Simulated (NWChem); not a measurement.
All runs are NWChem calculations. System: CH₃ (+1), charge 1, spin multiplicity 1, at a geometry optimised with PBE0/def2-SVP. The structure started from a generated list of species. Level: PBE/Sadlej pVTZ.

Input file:

```
start mol
memory heap 200 mb stack 900 mb global 1100 mb
charge 1
geometry units angstroms nocenter noautoz
  C      0.000000     0.000000    -0.000000
  H      0.000000     0.000000     1.104067
  H     -0.956152     0.000000    -0.552033
  H      0.956152     0.000000    -0.552033
  symmetry group C2v
end
basis spherical
  * library sadlej_pvtz
end
dft
  xc xpbe96 cpbe96
  semidirect memsize 60000000 filesize 0
  iterations 100
end
property
  dipole
  response 1 0.0
end
task dft property
```

Part of the output:

```
             Northwest Computational Chemistry Package (NWChem) 7.3.0
             --------------------------------------------------------

                                NWChem Input Module
                                -------------------

 Scaling coordinates for geometry "geometry" by  1.889725989
 (inverse scale =  0.529177249)

 Turning off AUTOSYM since
 SYMMETRY directive was detected!

                             Geometry "geometry" -> ""
                             -------------------------

 Output coordinates in angstroms (scale by  1.889725989 to convert to a.u.)

  No.       Tag          Charge          X              Y              Z
 ---- ---------------- ---------- -------------- -------------- --------------
    1 C                    6.0000     0.00000000     0.00000000     0.00000000
    2 H                    1.0000     0.00000000     0.00000000     1.10406700
    3 H                    1.0000    -0.95615200     0.00000000    -0.55203300
    4 H                    1.0000     0.95615200     0.00000000    -0.55203300

 Effective nuclear repulsion energy (a.u.)       9.4575269422

            Nuclear Dipole moment (a.u.)
            ----------------------------
        X                 Y               Z
 ---------------- ---------------- ----------------
     0.0000000000     0.0000000000     0.0000018897

      Symmetry information
      --------------------

 Group name             C2v
 Group number             16
 Group order               4
 No. of unique centers     3

      Symmetry unique atoms

     1    2    3


 Summary of "ao basis" -> "" (spherical)
 ------------------------------------------------------------------------------
       Tag                 Description            Shells   Functions and Types
 ---------------- ------------------------------  ------  ---------------------
 *                        sadlej_pvtz                 on all atoms

  pbe96 is a nonlocal functional; adding pw91lda local functional.
                              NWChem Property Module
                              ----------------------

                                 NWChem DFT Module
[...]
     2   0 1 1     -0.000000     -0.000000     -0.000000      0.000000
     2   0 0 2     -2.996603     -4.763049     -4.763049      6.529494

 *** CALLING NEW AORESP DRIVER FOR CLOSED AND OPEN SHELLS ***
 Entering AOResponse driver routine

--------------------------------------------------------------------------------

          ****************
          *** RESPONSE ***
          ****************

 Response module for NWChem and dynamic CPKS solver

          -----------------------------------------------
          Solving response equations for perturbing field
          -----------------------------------------------

 number of frequencies:     1
 frequency in a.u.:  0.0000000E+00
 Perturbing field: electric
 Using El. Dipole Length Gauge

 Setting up CPKS with frequency omega =      0.00000000 a.u.

 STATIC response

                                NWChem CPHF Module
                                ------------------

  scftype          =     RHF
  nclosed          =        4
  nopen            =        0
  variables        =      188
  # of vectors     =        3
  tolerance        = 0.10D-03
  level shift      = 0.00D+00
  max iterations   =       50
  max subspace     =       30

  int2e_file: Failed to allocate cache ... halving
 SCF residual:    6.6966997596855362E-006

Iterative solution of linear equations
  No. of variables      188
  No. of equations        3
  Maximum subspace       30
        Iterations       50
       Convergence  1.0D-04

   iter   nsub   residual    time
   ----  ------  --------  ---------
     1      3    2.60D+00       1.1
     2      6    1.64D-01       1.5
     3      9    7.83D-03       1.9
     4     12    8.21D-04       2.2
     5     15    4.25D-06       2.6

 Electric Dipole Response Matrix (nonzero elements):

              1        2        3
    1   10.2617   0.0000   0.0000
    2    0.0000   6.9604   0.0000
    3   -0.0000   0.0000  10.2617

 ------------------------------------------
 average:         9.16125 + I       0.00000

 DFT Linear Response polarizability / au
 Frequency  =       0.0000000 / au
 Wavelength = -999999.0000000 / nm
              X              Y              Z
 -----------------------------------------------
 X      10.2616910      0.0000000      0.0000000
 Y       0.0000000      6.9604016      0.0000000
 Z      -0.0000000      0.0000000     10.2616698
 -----------------------------------------------
 Eigenvalues =      10.2616910      6.9604016     10.2616698
 Isotropic   =       9.1612541
 Anisotropic =       3.3012788
 -----------------------------------------------

 Magnetic Dipole Response Matrix (nonzero elements):
 Optical rotation tensor Beta

 *** static G'=0. Use GPRIME input with finite omega
 *** or better ORBETA without GPRIME for small or zero freq.

 zero matrix

 ------------------------------------------
 average:         0.00000 + I       0.00000

 Exiting AOResponse driver routine

          -------------
          Dipole Moment
          -------------

 Center of charge (in au) is the expansion point
         X =       0.0000000 Y =       0.0000000 Z =       0.0000002

   Dipole moment        0.0000002160 A.U.
             DMX       -0.0000000000 DMXEFC        0.0000000000
             DMY       -0.0000000001 DMYEFC        0.0000000000
             DMZ       -0.0000002160 DMZEFC        0.0000000000
   -EFC- dipole         0.0000000000 A.U.
   Total dipole         0.0000002160 A.U.

   Dipole moment        0.0000005490 Debye(s)
             DMX       -0.0000000001 DMXEFC        0.0000000000
             DMY       -0.0000000002 DMYEFC        0.0000000000
             DMZ       -0.0000005490 DMZEFC        0.0000000000
   -EFC- dipole         0.0000000000 DEBYE(S)
   Total dipole         0.0000005490 DEBYE(S)

 1 a.u. = 2.541766 Debyes

 Task  times  cpu:        2.6s     wall:        2.6s

 Total times  cpu:        2.6s     wall:        2.6s
```
